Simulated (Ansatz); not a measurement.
System: diamond-structure Si. Method: PBE0 (PAW; Ansatz, a first-principles code).

Run with plane-wave cutoff 460 eV, 8×8×8 k mesh, Fermi–Dirac smearing 0.01 eV, scalar-relativistic PAW data made under PBE.

Pressure at four volumes; x = ln(V/20.155 Å³). One pressure is withheld.

```
V (Å³/atom)        x  P (GPa)
-----------  -------  -------
19.077       -0.0550     5.69
20.155        0.0000    -0.34
20.583        0.0210    -2.32
21.085        0.0451        ?
```

Problem. Pass a parabola P(x) through the three rows shown, estimate the bulk modulus and its pressure derivative near zero pressure, and predict the withheld pressure.

Solution. Slopes between the rows: (-0.34 − (5.69))/(0.0000 − (-0.0550)) = -109.64 and (-2.32 − (-0.34))/(0.0210 − (0.0000)) = -94.29 GPa. Their difference over the span 0.0760 is c = 15.35/0.0760 = 202.0 GPa, so P(x) = 5.69 + (-109.64)(x − (-0.0550)) + 202.0 (x − (-0.0550))(x − (0.0000)). At the middle row B = −dP/dx = −[-109.64 + 202.0 × 0.0550] = 98.5 GPa, and B′ = dB/dP = 2c/B = 4.1. At x = 0.0451 the parabola gives -4.37 GPa; the run gives -4.37 GPa. The Birch–Murnaghan fit to the energies at all volumes has B0 = 99.4 GPa and B′ = 4.1.

Measured, for comparison: bulk modulus 101 GPa (0 K value with zero-point phonon effects removed; as tabulated in Sun et al. (2011), doi:10.1103/physrevb.84.035117). Computed less measured: bulk modulus -1.6 %.
